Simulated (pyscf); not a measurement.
HP=PH + water (H₂O) -> HO–PH–PH₂, gas phase, singlet surface. Single points on ωB97X-D3(BJ)/def2-SVP structures (PySCF, gas phase). MP2 and CC: frozen core, UHF for open shells. ΔMP2 is the change of the MP2 total energy from the triple- to the quadruple-zeta basis. ΔG in kcal/mol from CCSD(T)/def2-TZVPP + ΔMP2(QZVPP) energies (ideal gas, 1 atm, RRHO with modes under 100 cm⁻¹ raised to 100, one conformer, R ln 2 for chiral ones without a mode under 150 cm⁻¹).

```tsv
T (K)	ΔG
298	-8.7
600	+0.6
900	?
1200	+18.0
```

Q: Fit a line to the three values, predict ΔG at 900 K, and estimate where the reaction turns unfavourable at 1 atm of each gas.

A: Least squares gives ΔG = -17.3 + 29.5 × T/1000 K, so ΔS is about -123 J/(mol K) and ΔH about -17.3 kcal/mol over this range (ΔH at 298 K: -18.0). At 900 K the line gives +9.2; the computed value is +9.5. ΔG = 0 falls near 590 K; 1 kcal/mol in the energy moves that by 34 K. This is thermodynamics alone and says nothing of the barrier. The CCSD(T) − MP2 part came from Ansatz, without density fitting, on the same reference.
